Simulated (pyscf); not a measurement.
F–GeH(F)–F (SMILES [F][GeH]([F])[F]) + NH₂• (SMILES [NH2]) → F–Ge•(F)–F (SMILES [F][Ge]([F])[F]) + NH₃ (SMILES N), a hydrogen abstraction (doublet surface; Ge–H broken, H–N formed). Structures and frequencies: ωB97X-D3(BJ)/def2-SVP in PySCF. Energies in eV from the separated reactants.

Small-basis levels: PySCF, no dispersion term, spherical d functions. AM1 to PM7: differences of heats of formation from MOPAC, which are fitted to 298 K values and so differ in kind from electronic energies by zero-point and thermal terms. GFN2-xTB: tblite. Open shells are spin-unrestricted. 

```
level                   barrier  reaction energy
----------------------  -------  ---------------
HF/STO-3G                   [?]            +0.22
HF/3-21G                   0.34            -0.03
SVWN5/6-31G*+LANL2DZ      -0.66            -1.42
BP86/6-31G*+LANL2DZ         [?]            -1.06
PBE/6-31G*+LANL2DZ        -0.29            -1.10
B3LYP/STO-3G              -0.05            -0.74
B3LYP/3-21G               -0.32            -0.68
B3LYP/6-31G*+LANL2DZ      -0.02            -0.87
GFN2-xTB                  -0.62            -1.98
AM1                        0.28            -1.61
PM3                       -0.10            -1.59
PM7                        0.02            -1.11
ωB97M-D3(BJ)/def2-TZVP      [?]            -1.08
```

### Question
Some entries are withheld; supply them.

### Answer

- HF/STO-3G, barrier: 0.73
- BP86/6-31G*+LANL2DZ, barrier: -0.23
- ωB97M-D3(BJ)/def2-TZVP, barrier: 0.04

Against the last row the barrier runs from -0.70 (SVWN5/6-31G*+LANL2DZ) to +0.69 eV (HF/STO-3G). At SVWN5/6-31G*+LANL2DZ, BP86/6-31G*+LANL2DZ, PBE/6-31G*+LANL2DZ, B3LYP/STO-3G, B3LYP/3-21G, B3LYP/6-31G*+LANL2DZ, GFN2-xTB, PM3 this geometry lies under one side, so the entry may be no barrier of that level: it is a single point on another level's saddle. ωB97M-D3(BJ)/def2-TZVP has limits of its own. On the reactant side the descent ends in a bound adduct, 0.37 eV under the separated species and 0.40 eV under the saddle at ωB97X-D3(BJ)/def2-TZVP. On the product side the descent ends in an adduct with a Ge–N contact (not fully relaxed), 0.78 eV under the separated species and 1.75 eV under the saddle at ωB97X-D3(BJ)/def2-TZVP. This is the saddle that the search found; another between the same sides may lie lower. The angle at the transferred H is 150°. In the def2 sets elements up to Kr have no core potential.
